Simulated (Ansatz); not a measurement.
**AlH₄NCl+: single points off equilibrium**

A test off equilibrium: a structure displaced at random from a GFN2-xTB minimum is computed at several levels, and each is set against CCSD(T).

Computed with Ansatz 0.2.0, Gaussian basis. Level: single points in def2-TZVPP.

Correlated methods freeze the cores.

### Step 1. The system as given

SMILES `[NH3+][AlH][Cl]`, 7 atoms, charge 1, spin multiplicity 1.

Atoms are counted from 1 here; the program's logs count them from 0.

Bond lengths: N1–Al2 2.081 Å, N1–H4 0.875 Å, N1–H5 1.117 Å, N1–H6 1.191 Å, Al2–Cl3 2.063 Å, Al2–H7 1.431 Å. Angles: Al2–N1–H4 113.7°, Al2–N1–H5 115.7°, Al2–N1–H6 109.3°, H4–N1–H5 105.8°, H4–N1–H6 102.8°, H5–N1–H6 108.8°, N1–Al2–Cl3 116.5°, N1–Al2–H7 98.1°, Cl3–Al2–H7 144.1°.

Geometry (Å):

| atom | x (Å) | y (Å) | z (Å) |
| --- | --- | --- | --- |
| N1 | -0.6993 | 0.3298 | -0.3298 |
| Al2 | 1.0809 | -0.4754 | 0.3857 |
| Cl3 | 0.9150 | -2.1116 | 1.6311 |
| H4 | -1.2312 | -0.2615 | -0.6951 |
| H5 | -0.5921 | 1.1483 | -1.0819 |
| H6 | -1.3445 | 0.7337 | 0.5863 |
| H7 | 1.9849 | 0.2696 | -0.4364 |

### Step 2. CCSD(T)/def2-TZVPP

run/in.yaml

```yaml
crystal:
  periodic: [false, false, false]
  atoms:
    - {symbol: N, position_ang: [-0.699300, 0.329800, -0.329800]}
    - {symbol: Al, position_ang: [1.080900, -0.475400, 0.385700]}
    - {symbol: Cl, position_ang: [0.915000, -2.111600, 1.631100]}
    - {symbol: H, position_ang: [-1.231200, -0.261500, -0.695100]}
    - {symbol: H, position_ang: [-0.592100, 1.148300, -1.081900]}
    - {symbol: H, position_ang: [-1.344500, 0.733700, 0.586300]}
    - {symbol: H, position_ang: [1.984900, 0.269600, -0.436400]}
basis:
  gaussian: {orbitals: def2-TZVPP}
total_charge: 1
correlation: {method: ccsd_t}
output: {forces: true}
```

No record of the launch command was kept for these runs.

### Step 3. PBE0-D4/def2-TZVPP

Edit run/in.yaml of step 2 so:

```diff
@@ -13,3 +13,3 @@
 total_charge: 1
-correlation: {method: ccsd_t}
-output: {forces: true}
+hamiltonian: {xc: pbe0, dispersion: d4}
+output: {forces: true, orbitals: {seedname: orbitals}}
```

### Step 4. wB97M-V/def2-TZVPP

Edit run/in.yaml of step 3 so:

```diff
@@ -13,3 +13,3 @@
 total_charge: 1
-hamiltonian: {xc: pbe0, dispersion: d4}
-output: {forces: true, orbitals: {seedname: orbitals}}
+hamiltonian: {xc: {name: wB97M-V}}
+output: {forces: true}
```

### Step 5. r2SCAN-D4/def2-TZVPP

Edit run/in.yaml of step 4 so:

```diff
@@ -13,3 +13,3 @@
 total_charge: 1
-hamiltonian: {xc: {name: wB97M-V}}
+hamiltonian: {xc: r2scan, dispersion: d4}
 output: {forces: true}
```

### Step 6. PBE-D4/def2-TZVPP

Edit run/in.yaml of step 5 so:

```diff
@@ -13,3 +13,3 @@
 total_charge: 1
-hamiltonian: {xc: r2scan, dispersion: d4}
+hamiltonian: {xc: pbe, dispersion: d4}
 output: {forces: true}
```

### Step 7. r2SCANh-D4/def2-TZVPP

Edit run/in.yaml of step 6 so:

```diff
@@ -13,3 +13,3 @@
 total_charge: 1
-hamiltonian: {xc: pbe, dispersion: d4}
+hamiltonian: {xc: {name: r2SCANh}, dispersion: d4}
 output: {forces: true}
```

### Step 8. CAM-B3LYP-D4/def2-TZVPP

Edit run/in.yaml of step 7 so:

```diff
@@ -13,3 +13,3 @@
 total_charge: 1
-hamiltonian: {xc: {name: r2SCANh}, dispersion: d4}
+hamiltonian: {xc: {name: CAM-B3LYP}, dispersion: d4}
 output: {forces: true}
```

(Steps that only read results are left out.)

Q: Predict the outcome of this session. Wanted: energy less free atoms, CCSD(T)/def2-TZVPP; RMS force component; RMS force error; HOMO and LUMO, PBE0-D4; T1 diagnostic.

**Answer**, as computed:

```
                                  quantity                                                                                                   value
energy less free atoms, CCSD(T)/def2-TZVPP                                                                                          -1277.0 kJ/mol
                       RMS force component                                                                    3.656 to 3.695 eV/Å over the methods
                           RMS force error  PBE0-D4 0.065, wB97M-V 0.064, r2SCAN-D4 0.041, PBE-D4 0.130, r2SCANh-D4 0.069, CAM-B3LYP-D4 0.071 eV/Å
                    HOMO and LUMO, PBE0-D4                                                                                     -14.22 and -6.54 eV
                             T1 diagnostic                                                                                                   0.009
```

What this shows: Against CCSD(T) the functionals' energies less atoms differ by -70.5 to -28.5 kJ/mol, PBE-D4 by -62.6 kJ/mol. The reference is not at the basis limit: in triple zeta CCSD(T) underbinds, which counts against methods that bind more; the gaps are no ranking. On forces the order runs from r2SCAN-D4 to PBE-D4. Frozen-core CCSD(T) forces in triple zeta carry basis errors of their own, and this is one geometry, so small gaps rank nothing.
